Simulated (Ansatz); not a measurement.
Start from `C=CC=C` and change one atom or group to get `C=CC(=C)CF`.

Ansatz, PBE0-D4/def2-TZVP geometries, multiplicity 1. Each molecule was computed in one conformer, which needn't be the lowest.

```
                                          property  `C=CC=C`
size of the dipole moment (ωB97M-V/def2-TZVPP) / D      0.00
    size of the dipole moment (PBE/def2-TZVPP) / D      0.00
               HOMO–LUMO gap (PBE/def2-TZVPP) / eV      4.04
             HOMO–LUMO gap (B3LYP/def2-TZVPP) / eV      5.55
               HOMO energy (B3LYP/def2-TZVPP) / eV     -6.61
                 HOMO energy (PBE/def2-TZVPP) / eV     -5.85
```

(1) Give the same properties after the change, and the shifts. (Best estimate.)

Answers

(1) Ansatz gave: 
```tsv
property	`C=CC(=C)CF`	shift
size of the dipole moment (ωB97M-V/def2-TZVPP) / D	1.57	1.57
size of the dipole moment (PBE/def2-TZVPP) / D	1.43	1.43
HOMO–LUMO gap (PBE/def2-TZVPP) / eV	4.04	0.00
HOMO–LUMO gap (B3LYP/def2-TZVPP) / eV	5.55	0.00
HOMO energy (B3LYP/def2-TZVPP) / eV	-6.79	-0.18
HOMO energy (PBE/def2-TZVPP) / eV	-6.01	-0.16
```

B3LYP here is the variant with VWN-RPA as its local correlation; programs differ in this.
